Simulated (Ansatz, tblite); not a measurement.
Cost and result up the ladder for Si₂H₂⁻ (the lowest doublet isomer of a short search) (4 atoms). The state is a doublet with charge -1. Geometry: r2SCAN-D4/def2-TZVPD.

```xyz
4

Si    0.304   -0.729   -0.756
Si   -0.304    0.728    0.756
H    -0.138   -0.186   -2.117
H     0.138    0.186    2.117
```

Ansatz on 4 threads of Intel Xeon Platinum 8259CL on a shared host; xTB runs through tblite on one thread. Times are rough, summed over both states, and most runs start from the orbitals of an earlier one. PBE0-D4/def2-TZVPD serves as the yardstick here, not as an exact answer. The other state is a triplet.

The xTB rows come from tblite. The structure comes from a short search, and lower isomers may exist.

Raw xTB energies of ions are shifted by several eV, and xTB has no spin-polarisation term.

```json
{"level": "PBE0-D4/def2-TZVPD", "functions": "104", "vertical IE (eV)": "2.10", "difference from PBE0-D4/def2-TZVPD (eV)": "0.00", "remarks": "–"}
{"level": "r2SCAN-D4/def2-TZVPD", "functions": "104", "vertical IE (eV)": "2.14", "difference from PBE0-D4/def2-TZVPD (eV)": "0.05", "remarks": "HOMO above zero (-1 doublet)"}
{"level": "GFN1-xTB", "functions": "22", "vertical IE (eV)": "7.27", "difference from PBE0-D4/def2-TZVPD (eV)": "5.18", "remarks": "–"}
{"level": "PBE-D4/def2-TZVPD (with forces)", "functions": "104", "vertical IE (eV)": "2.17", "difference from PBE0-D4/def2-TZVPD (eV)": "0.07", "remarks": "HOMO above zero (-1 doublet)"}
{"level": "GFN2-xTB", "functions": "20", "vertical IE (eV)": "4.11", "difference from PBE0-D4/def2-TZVPD (eV)": "2.02", "remarks": "–"}
```

(1) Estimate how long each takes.

Results:

(1) GFN1-xTB 0.009 s; GFN2-xTB 0.019 s; PBE-D4/def2-TZVPD (with forces) 2 s; r2SCAN-D4/def2-TZVPD 3.8 s; PBE0-D4/def2-TZVPD 3.8 s. On shared hardware such times vary by a factor of up to 3.
